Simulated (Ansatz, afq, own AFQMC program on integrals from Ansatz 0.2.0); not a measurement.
# Ge2H3, doublet: a scan with AFQMC

```yaml
atoms:
  - { symbol: Ge, position_ang: [0.0000, 0.0132, 1.1812] }
  - { symbol: Ge, position_ang: [0.0000, -0.0343, -1.2234] }
  - { symbol: H, position_ang: [0.0000, 1.2193, 2.1518] }
  - { symbol: H, position_ang: [0.0000, -1.2552, 2.0686] }
  - { symbol: H, position_ang: [0.0000, 1.5605, -1.1845] }
```

The Ge1–Ge2 distance is changed with both sides rigid. Energies in mEh count from this geometry (2.405 Å) at the same level; the start stands on UHF, each point on the determinant named.

Basis cc-pVDZ. Noble-gas cores (and the filled d shells of Ga–Kr and In–Xe) are frozen. Ansatz 0.2.0 and our own AFQMC program on the same integrals; the CISD trial comes from CCSD amplitudes, and released means the phaseless constraint is let go. Error bars are statistical, one sigma. No spin–orbit coupling.

Cautions, each for one point or more: an unrestricted solution with more broken spin lies lower; higher spins were not checked; inner d shell frozen; no relativity below Rb; no spin-orbit coupling; strong correlation; unrestricted determinant slightly spin contaminated.

```tsv
r(Ge1–Ge2) / Å	det.	T1	weight	⟨S²⟩	CCSD(T)	ph-AFQMC/CISD	HF	r2SCAN
1.925	UHF	0.013	0.88	0.76	98.2	98.0 ± 0.5	93.7	84.2
2.911	UHF	0.053	0.81	0.82	22.1	20.9 ± 0.7	26.7	25.1
5.382	UHF	0.013	0.86	0.76	71.2	71.4 ± 0.5	58.2	93.0§
```

Weight is that of the determinant in the CISD state; at the start T1 is 0.018 and the weight 0.86, and ⟨S²⟩ is 0.76. § marks a functional whose ⟨S²⟩ is too high by over 0.1. Largest departures from phaseless AFQMC with a CISD trial: CCSD(T) 1.3 mEh at 2.911 (on UHF) (within the noise), HF -13.2 mEh at 5.382 (on UHF), r2SCAN -13.8 mEh at 1.925. The walk's constraint bias lies outside its error bars, so these are departures and not errors. Functionals count only at points shown to share the start's state and spin. In this small basis the wave-function levels are far from their limit, so their gap to the functionals isn't the functionals' error.

Some points may be missing: those where a free walk finds a much lower state, and past Zn most of those on another determinant than at the start.

A walk keeps the symmetry of its determinant, which the program's search chose and which needn't be the lowest solution, so a lower state of the same spin and another symmetry isn't excluded.
